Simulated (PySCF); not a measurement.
# N2O: the cost of one run

The runs use PySCF 2.14.0, with density-fitted response routines of our own; the level of theory stands in each step. All values are computed, except where a source is named. Atoms are numbered from 0 throughout.

## 1. Starting geometry

3 atoms, charge 0, multiplicity 1; geometry from: MMFF94s. The atoms were then displaced at random by about 0.03 Å, so the start is not that level's minimum.

Bonds of the start (Å): N0–N1 1.01, N1–O2 1.38.

## 2. Relaxing the molecule at PBE0-D3(BJ)/def2-SVP

The job: settings as JSON, then the geometry in Å.

```
{"job": {"xc": "PBE0", "basis": "def2-SVP", "d3": "d3bj", "grid": 1, "shake": 0.03, "kind": "geom"}, "charge": 0, "multiplicity": 1}
N     -1.138080     0.026700     0.012540
N     -0.129340     0.089880    -0.006470
O      1.251020     0.096620    -0.025960
```

On the command line:

```
> OMP_NUM_THREADS=1 python probes_run.py task.json out
```

This one command runs all jobs of the session in turn.

Q: Estimate the wall time and peak memory of this first job on 1 thread of Intel Xeon Platinum 8488C, shared host.

About 2.6 s, with a peak of 0.25 GiB.
